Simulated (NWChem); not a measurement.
Correlation energy of phosphine (H3P)

```xyz
4

P     -0.1302    -0.0034     0.0000
H      0.6666    -0.5810     1.0357
H      0.6666    -0.5810    -1.0357
H      0.6204     1.2123     0.0000
```
Charge 0, spin multiplicity 1.

Everything below was run with NWChem. All single points use one geometry, from PBE0/def2-SVP, a minimum by its harmonic frequencies.

Basis set: cc-pVQZ. Each correlation energy counts from its own Hartree-Fock reference.

The correlated methods keep 5 core orbitals frozen. Coupled-cluster values serve here as a point of comparison, not as the truth.

Question: One of these methods gave a correlation energy of -215.2 mHa. Which?
A) RI-MP2
B) CCSD
C) SCS-MP2
D) CR-CCSD[T]

Answer: D, CR-CCSD[T]. The others give -182.2 (RI-MP2), -193.8 (SCS-MP2), -208.4 (CCSD).
